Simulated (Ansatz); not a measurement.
2H MoS2 was calculated with PBEsol (Ansatz, a first-principles code, PAW).

Settings: plane-wave cutoff 560 eV, 12×12×4 k mesh (along the axes of the cell as run), perturbation theory, no spin polarisation, scalar-relativistic PAW data made under PBE.

Cell (measured lattice):

```
MoS2
1.0
    3.16000     0.00000     0.00000
   -1.58000     2.73664     0.00000
    0.00000     0.00000    12.29400
Mo S
2 4
Direct
  0.66667   0.33333   0.75000
  0.33333   0.66667   0.25000
  0.66667   0.33333   0.12379
  0.33333   0.66667   0.62379
  0.33333   0.66667   0.87621
  0.66667   0.33333   0.37621
```

Problem. Give the computed electronic dielectric constant ε∞ (mean over three axes) and dielectric constant ε0 (ions relaxed) (mean over three axes).

Solution. 
- electronic dielectric constant ε∞ (mean over three axes) = 12.4
- dielectric constant ε0 (ions relaxed) (mean over three axes) = 12.5

Measured, for comparison: high-frequency dielectric constant 12.2 (temperature not stated, not corrected to a static lattice, mean of the two values across and the one along c; as tabulated in Pike et al. (2018), arXiv:1804.02196); static dielectric constant 12.7 (temperature not stated, not corrected to a static lattice, polycrystalline average of the tensor's eigenvalues; as tabulated in Petousis et al. (2017), doi:10.1038/sdata.2016.134). Computed (rounded) less measured: high-frequency dielectric constant +2 %, static dielectric constant -2 %.

Note: the cell isn't this level's own, so it is under some stress, which shifts stiffness and frequencies.
